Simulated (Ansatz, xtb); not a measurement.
## Relaxing a trial structure of C2HF3S

The starting geometry of this gas-phase singlet was built from a drawn formula by distance geometry and a force field; its bonds are those of `FC1=C(F)[SH]1F`.

```xyz
7

C     1.3658    0.7969   -0.3328
C     0.1435    0.7388    0.1883
F     1.5235    0.8550   -1.6551
F    -0.9319    0.5806   -0.6272
F     1.4655   -0.1889    2.2017
S     1.2499   -0.5349    0.6420
H     0.3602   -1.5512    0.4445
```

Problem. Where would you expect an optimisation with r2SCAN-D4/def2-SVP to take it?

Solution. A bond breaks, giving a structure given below by its coordinates. Contacts that open: C1–S6 (1.65 → 2.49 Å).

The energy falls by 3.06 eV over 16 steps:

```tsv
step	E − E(last) (eV)
1	3.064
3	1.810
4	1.535
6	0.588
8	0.227
9	0.116
11	0.008
13	0.001
14	0.000
16	0.000
```

Final geometry (Å):

```xyz
7

C     1.6875    0.8546   -0.9359
C     0.5971    0.2609   -0.2764
F     1.2765    1.7583   -1.8198
F    -0.7268    0.4871   -0.3701
F     1.0608   -0.2553    2.4205
S     1.2081   -0.8326    0.8310
H     0.0733   -1.5766    1.0123
```

From the same start GFN2-xTB reaches the same bonding as this run.

The end wasn't checked by frequencies. Run with Ansatz 0.2.0, 44 s on 1 thread of Intel(R) Xeon(R) Processor @ 2.70GHz, with other jobs on the host.
